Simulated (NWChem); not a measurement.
**triplet ClF at 3 levels**

Wanted: a comparison of 3 runs (UHF/STO-3G, UHF/3-21G, UPBE0/cc-pVTZ) of triplet ClF. 

The results are computed with NWChem 7.3.0.

18 further runs of the same task are left out: 18 set aside as unsound or not needed.

## Step 1: The structure to begin with

The species is ClF (2 atoms), meant as a triplet with charge 0. SMILES of the parent species: `FCl`. Geometry: relaxed at PBE0-D4/def2-TZVP. That shape belongs to the parent species and isn't relaxed for this state.

Bond lengths: F1–Cl2 1.620 Å.

## Step 2: The energy at UHF/STO-3G (run 1)

Contents of clf.nw:

```
start clf
title "ClF hf"
memory 2200 mb

geometry units au noautosym nocenter noautoz
 F      0.00000000     0.00000000     0.05912953
 Cl     0.00000000     0.00000000     3.11986224
end

basis spherical bse
 F library STO-3G
 Cl library STO-3G
end

scf
 nopen 2
 uhf
 thresh 1e-08
 maxiter 80
 print low
end

task scf energy
```

Started as:

```sh
$ nwchem clf.nw > clf.out
```

Output:

```text
[...]
  functions       =    14
[...]
  wavefunction    = UHF
[...]
         Total SCF energy =   -552.384651995061
      One electron energy =   -867.231420999887
      Two electron energy =    264.858738524373
 Nuclear repulsion energy =     49.988030480453
                       Sz =      1.0000
                 Sz(Sz+1) =      2.0000
                      S^2 =      2.0000
[...]
```

Run time: 0.99 s. Hardware: 1 thread of Intel Xeon 6975P-C (Granite Rapids), shared host; peak memory 0.1 GiB.

## Step 3: A single-point energy at UHF/3-21G (run 2)

Contents of run.py:

```python
from ase import Atoms
from ase.calculators.nwchem import NWChem

system = Atoms(['F', 'Cl'], positions=[
    [-0.000000, -0.000000, 0.031290],
    [0.000000, 0.000000, 1.650960],
])

calc = NWChem(
    label='input',
    theory='scf',
    memory='2200 mb',
    basis='3-21G',
    basispar='spherical bse',
    scf={'nopen': '2', 'uhf': None, 'thresh': '1e-08', 'maxiter': '80'},
    task='energy',
)
system.calc = calc

print("Total energy (eV):", round(system.get_potential_energy(), 6))
```

Started as:

```sh
$ export ASE_NWCHEM_COMMAND="nwchem PREFIX.nwi > PREFIX.nwo"
$ python run.py
```

Output:

```text
Total energy (eV): -15128.720359
```

The calculator wrote input.nwi:

```
title "input"

permanent_dir input

scratch_dir input

start input

geometry units angstrom nocenter noautosym noautoz
  F  -0.0000000000000000e+00 -0.0000000000000000e+00 3.1289999999999998e-02
  Cl 0.0000000000000000e+00 0.0000000000000000e+00 1.6509600000000000e+00
end

memory 2200 mb

basis spherical bse noprint
   * library 3-21G
end

scf
  nopen 2
  uhf
  thresh 1e-08
  maxiter 80
end

task scf energy
```

input.nwo:

```text
Northwest Computational Chemistry Package (NWChem) 7.3.0
             --------------------------------------------------------

           Job information
           ---------------

    nwchem branch   = 7.3.0
    use scalapack   = T
    input           = input.nwi
    prefix          = input.
    data base       = input/input.db
    status          = startup
    nproc           =        1

           Memory information
           ------------------

[... 5 lines left out ...]
    hardfail = no
[... 92 lines left out ...]
 1-e energy   =    -871.117645
[... 9 lines left out ...]
 Convergence threshold     :          1.000E-08
[... 18 lines left out ...]
      One electron energy =   -870.726475878807
[... 9 lines left out ...]
          Final alpha eigenvalues
[... 200 lines left out ...]
                     UHF Final Beta Molecular Orbital Analysis
[... 190 lines left out ...]
       Multipole analysis of the density wrt the origin
       ------------------------------------------------

     L   x y z        total         alpha         beta         nuclear
     -   - - -        -----         -----         ----         -------
     0   0 0 0      0.000000    -14.000000    -12.000000     26.000000

     1   1 0 0      0.000000      0.000000      0.000000      0.000000
[... 8 lines of this table left out ...]
     2   0 0 2    -11.585465    -96.396172    -80.690923    165.501630

 Task  times  cpu:        0.5s     wall:        0.5s
 Total times  cpu:        0.6s     wall:        0.6s
```

Run time: 2 s. Hardware: 1 thread of Intel Xeon 6975P-C (Granite Rapids), shared host; peak memory 0.1 GiB.

## Step 4: A single-point energy at UPBE0/cc-pVTZ (run 3)

Contents of clf.nw:

```
start clf
memory total 2200 mb

geometry units angstrom noautosym nocenter noautoz
   F        0.000000       0.000000       0.031290
   Cl       0.000000       0.000000       1.650960
end

basis "ao basis" spherical bse
   F library cc-pVTZ
   Cl library cc-pVTZ
end

dft
   xc pbe0
   mult 3
   grid xfine
   convergence energy 1e-08
   maxiter 100
   mulliken
end

task dft energy
```

Started as:

```sh
$ nwchem clf.nw > clf.out
```

Output:

```text
[...]
          Wavefunction type:  spin polarized.
          No. of atoms     :     2
          No. of electrons :    26
[...]
          Charge           :     0
          Spin multiplicity:     3
[...]
          AO basis - number of functions:    64
[...]
              XC Information
              --------------
                         PBE0 Method XC Functional
                     Hartree-Fock (Exact) Exchange  0.250
          PerdewBurkeErnzerhof Exchange Functional  0.750
            Perdew 1991 LDA Correlation Functional  1.000 local
           PerdewBurkeErnz. Correlation Functional  1.000 non-local
[...]
 d= 0,ls=0.0,diis     1   -559.6059957581 -6.10D+02  5.78D-03  1.34D-01     2.9
[...]
 d= 0,ls=0.0,diis    12   -559.6522028809 -5.17D-11  3.92D-08  1.12D-11    23.0
[...]
         Total DFT energy =     -559.652202880877
      One electron energy =     -873.542695744897
           Coulomb energy =      302.335876169855
    Exchange-Corr. energy =      -38.433417347927
 Nuclear repulsion energy =       49.988034042091
[...]
      Total Density - Mulliken Population Analysis
     ---------------------------------------------
    Atom       Charge   Shell Charges
 -----------   ------   -------------------------------------------------------
    1 F    9     9.17   1.94  0.29  1.08  0.62  1.55  2.33  1.35  0.00  0.01  0.00
    2 Cl  17    16.83   2.00  1.84  0.24  1.26  0.65  5.80  1.08  2.62  1.15  0.04  0.12  0.02
[...]
      <S2> =      2.0062 (Exact =     2.0000)
[...]
```

It took 24 s on 1 thread of Intel Xeon 6975P-C (Granite Rapids), shared host; peak memory 0.12 GiB.

## Step 5: The series

```
run          level  iteration cap  module  energy (Eh)   ⟨S²⟩  wall time
  1     UHF/STO-3G             80     scf  -552.384652  2.000     0.99 s
  2      UHF/3-21G             80     scf  -555.970223  2.007        2 s
  3  UPBE0/cc-pVTZ            100     dft  -559.652203  2.006       24 s
```

## Step 6: Results

| quantity | value |
| --- | --- |
| run 3: total energy | -559.65220 Eh |
| run 3: dipole moment | 0.85 D |
| run 3: HOMO energy (highest over α and β) | -6.17 eV |
| run 3: LUMO energy (lowest over α and β) | -5.94 eV |
| run 3: ⟨S²⟩ | 2.006 |

What this shows: In run 1 the basis is minimal, so the values are rough. All runs together took 27 s, the longest 24 s.
